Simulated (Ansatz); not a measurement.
Abridged output of a molecular run in Ansatz:

```
Functional definition: HF
1496 factors; integrals over basis functions are off by at most 9.0e-4 eV
mean field evaluation 1: about -5710.5485 eV, gradient 3.8e1 eV
mean field evaluation 2: about -5710.8185 eV, gradient 3.8e1 eV
mean field evaluation 4: about -5714.6551 eV, gradient 3.8e0 eV
mean field evaluation 8: about -5714.7100 eV, gradient 2.2e-1 eV
mean field -5714.71031257 eV, -210.0117304173 hartree, gradient 2.6e-6 eV, S^2 0.000000; 0 other end points of the search recorded, 0 dependent functions left out
5 core orbitals not correlated: weight in the atoms' cores, before any rotation towards them, 1.000 or more for the frozen orbitals, at most 0.000 for the correlated occupied ones
reference -5714.71031257 eV, -210.0117304173 hartree; 14, 14 occupied and 234, 234 virtual orbitals, 1496 factors
second order -23.38799584 eV of doubles, -0.00000000 eV of singles
cycle   1  -23.71094856 eV  change   -3.2e-1 eV  update   1.0e-1
cycle   2  -24.29022083 eV  change   -5.8e-1 eV  update   3.3e-2
cycle   3  -24.42727877 eV  change   -1.4e-1 eV  update   1.6e-2
cycle   4  -24.42148655 eV  change    5.8e-3 eV  update   4.4e-3
cycle   5  -24.42193189 eV  change   -4.5e-4 eV  update   1.9e-3
cycle   6  -24.42245704 eV  change   -5.3e-4 eV  update   4.8e-4
cycle   7  -24.42228566 eV  change    1.7e-4 eV  update   2.2e-4
cycle   8  -24.42225823 eV  change    2.7e-5 eV  update   7.3e-5
cycle   9  -24.42228354 eV  change   -2.5e-5 eV  update   3.5e-5
cycle  10  -24.42227610 eV  change    7.4e-6 eV  update   1.6e-5
perturbative correction -1.11156327 eV, -0.0408491967 hartree
Total energy: -5740.24415194 eV, -210.9500817066 hartree
```

Its atoms:

```xyz
12

C    -0.3076   -0.8516    1.9348
C    -0.3101   -1.0613    0.4513
C     0.1933   -0.2406   -0.4275
C     0.6999    0.5425   -1.3440
N     0.0137    1.5109   -2.0856
H    -1.3289   -0.8440    2.3283
H     0.2204   -1.6669    2.4394
H     0.1743    0.0895    2.2000
H    -0.7741   -1.9845    0.0989
H     1.7400    0.4134   -1.6342
H     0.5626    2.3377   -2.2680
H    -0.8835    1.7549   -1.6934
```

Problem. Which basis set was used?
A. def2-QZVPP
B. def2-TZVPP
C. def2-SVPD
D. def2-TZVPPD

Solution. B. It gives 253 functions.

Problem. Write the keys of the input that set method, charge and spin (a neutral closed shell needs none for the last two).

Solution. 
```yaml
correlation: {method: ccsd_t}
```
